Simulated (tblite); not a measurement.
Compound: C4H7 (doublet state).
Z-matrix (Å and degrees, GFN2-xTB geometry), rows numbered from 1:
```
C 
C   1  1.2928
C   2  1.4559  1  143.36
C   3  1.5396  2  113.19  1     0.15
H   1  1.0935  2  124.15  3    -0.22
H   1  1.0808  2  122.08  3   179.80
H   3  1.0948  2  108.87  1  -121.34
H   3  1.0948  2  108.93  1   121.72
H   4  1.0869  3  110.15  2   -59.82
H   4  1.0875  3  109.96  2  -179.87
H   4  1.0869  3  110.17  2    60.07
```

Structure optimised with GFN2-xTB, isolated species. This method treats the open shell by occupation alone, without spin polarisation.

Masses are those of the commonest isotopes; rigid-rotor values at the optimised geometry. The values belong to one conformer with, in the numbering `[CH2:1]=[C:2][CH2:3][CH3:4]`, C1–C2–C3–C4 0°.

**Question.** Give the principal moments of inertia and the rotational constants in MHz.

**Answer.** Ia = 27.25, Ib = 96.95, Ic = 117.91 u·Å²; 505379 MHz·u·Å²/I gives A = 18546, B = 5213, C = 4286 MHz.

**Question.** What kind of rotor is it?

**Answer.** An asymmetric top. Ray's parameter κ = (2B − A − C)/(A − C) = -0.870; −1 is the prolate and +1 the oblate limit.

**Question.** Is it planar, by Δ = Ic − Ia − Ib?

**Answer.** Not planar: Δ = Ic − Ia − Ib = -6.29 u·Å². For a rigid frame Δ = −2 Σ m c², so Σ m c² = 3.14 u·Å² lies off the ab plane, practically all of it from hydrogen. The atom farthest from that plane is 0.88 Å away.

**Question.** Estimate the classical rotational partition function at 50 K, 200 K and 500 K.

**Answer.** Point group Cs, symmetry number σ = 1; q = (√π/σ)·√((kT/h)³/(ABC)), k/h = 20836.6 MHz/K: 2930 at 50 K, 23400 at 200 K, 92600 at 500 K.

For this open shell read J as N, the rotation without spin; fine and hyperfine splittings come on top. Its GFN2-xTB frequencies are all real (lowest 101 cm⁻¹). These are rigid-rotor constants of the computed structure; measured ground-state constants (B0) also hold zero-point vibration.

Time: 0.22 s wall. Hardware: one thread, Intel Xeon at 2.50 GHz (x86_64), shared host. This is the geometry optimisation.
